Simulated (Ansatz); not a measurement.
Geometry optimisation, RKS PBE-D4/def2-SVP in Ansatz 0.2.0.

The input (input.yaml):

```yaml
crystal:
  periodic: [false, false, false]
  atoms:
    - { symbol: B, position_ang: [0.117483, -0.057361, -1.09625] }
    - { symbol: F, position_ang: [0.818332, 0.055485, 1.324338] }
    - { symbol: H, position_ang: [1.576816, -0.006141, 0.781193] }
    - { symbol: C, position_ang: [-1.409331, -0.00703, -0.903311] }
    - { symbol: H, position_ang: [-1.754092, -0.935908, -0.399578] }
    - { symbol: H, position_ang: [-1.673596, 0.864492, -0.266262] }
    - { symbol: H, position_ang: [-1.913911, 0.086463, -1.88713] }
basis:
  gaussian: { orbitals: def2-SVP }
hamiltonian:
  xc: pbe
  dispersion: d4
relax:
  f_tol: 0.03
  max_steps: 50
output:
  orbitals: {}
```

Launched with:

```bash
$ ansatz run input.yaml --threads 1 --pin off --max-ram 2048MiB --backend cpu --events-out ev --progress --plain --runs-dir out
```

Problem. Where does it end, and by what steps?

Solution. The run converged. The force dipped under the threshold on the way, but the program's further checks kept it going. After 22 steps the energy has fallen by 4.974 eV; H3 moved furthest, 1.49 Å. Parted: F2–H3 (0.93 → 2.17 Å). Joined: B1–F2 (2.52 → 1.34 Å), B1–H3 (2.38 → 1.22 Å).

```
step  energy less start (eV)  largest force component (eV/Å)  accepted
   0                  0.0000                           0.585       yes
   1                 -0.1019                           0.692       yes
   2                 -0.2060                           0.773       yes
   3                 -0.2413                           1.485       yes
   4                 -0.2960                           0.342       yes
   5                 -0.3180                           0.337       yes
   6                 -0.3494                           0.530       yes
   7                 -0.7191                           1.846       yes
   8                 -2.0870                           3.766       yes
   9                 -3.8092                           3.121       yes
  10                 -4.5371                           2.981       yes
  11                 -4.7648                           1.729       yes
  12                 -4.8020                           1.965       yes
  13                 -4.9259                           0.506       yes
  14                 -4.9628                           0.209       yes
  15                 -4.9705                           0.091       yes
  16                 -4.9654                           0.279        no
  17                 -4.9723                           0.056       yes
  18                 -4.9734                           0.014       yes
  19                 -4.9689                           0.348        no
  20                 -4.9736                           0.085       yes
  21                 -4.9738                           0.085       yes
  22                 -4.9744                           0.019       yes
```

```xyz
7
Properties=species:S:1:pos:R:3
B 0.193 -0.016 -0.003
F 0.444 0.587 1.164
H 1.140 -0.587 -0.524
C -1.239 0.021 -0.630
H -1.618 -1.022 -0.720
H -1.974 0.621 -0.060
H -1.185 0.396 -1.674
```

The run took 33 s on 1 thread of Arm Neoverse V1, with other jobs on the host, peak memory 0.12 GiB.
